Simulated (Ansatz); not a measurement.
BClH₂ (charge -1), SMILES [BH2-]Cl, a test of scalar relativity

Run with the Python package of Ansatz (0.2.0).

Input file `bclh2.xyz`:
```text
4

B    -0.19610    0.00450    0.33230
Cl    1.60990   -0.05500   -0.07670
H    -0.67330    0.99720   -0.12130
H    -0.74040   -0.94670   -0.13420
```

`x2c_bclh2.py`
```python
import ansatz as az
import numpy as np

bclh2 = az.Crystal.molecule_from_extxyz("bclh2.xyz")

job = bclh2.calculation().functional("B3LYP").charge(-1).spin("collinear", total=1).forces()
sets = {"none": "cc-pVTZ", "scalar": "cc-pVTZ-DK"}
found = {kind: job.basis(gaussian=basis).pseudopotentials(relativity=kind).run(threads=1).report for kind, basis in sets.items()}
for kind, each in found.items():
    dipole = 4.803205 * np.linalg.norm(each["charge_distribution"]["dipole_moment_e_ang"])
    print(f"{kind:7s} E = {each['free_energy_ev']:.4f} eV  dipole {dipole:.3f} D  largest force component {np.abs(each['forces_ev_ang']).max():.4f} eV/A")
print(f"relativity lowers the total energy by {found['none']['free_energy_ev'] - found['scalar']['free_energy_ev']:.3f} eV")
```

Output of `python x2c_bclh2.py`:
```text
none    E = -13233.1528 eV  dipole 3.411 D  largest force component 1.0401 eV/A
scalar  E = -13271.9702 eV  dipole 3.418 D  largest force component 1.0405 eV/A
relativity lowers the total energy by 38.817 eV
```

Reading the output:
- Total energies depend on the basis set; only differences at equal settings carry meaning.
- The geometry is a force-field or estimated start, not a minimum of this method. The basis set changes with the Hamiltonian (a set recontracted for scalar relativity), and most of the change in the total lies in the cores.
- The species is open-shell (spin multiplicity 2).
- An ion's dipole depends on the origin; the program takes it about the centre of nuclear charge.
- b3lyp holds the VWN-RPA fit, as in Gaussian; the form of ORCA and Turbomole is b3lyp5.
- Anions want diffuse functions, which this basis lacks.
- The whole script took 4.1 s on 1 thread of Arm Neoverse V2, on a shared host, peak memory 0.22 GiB.
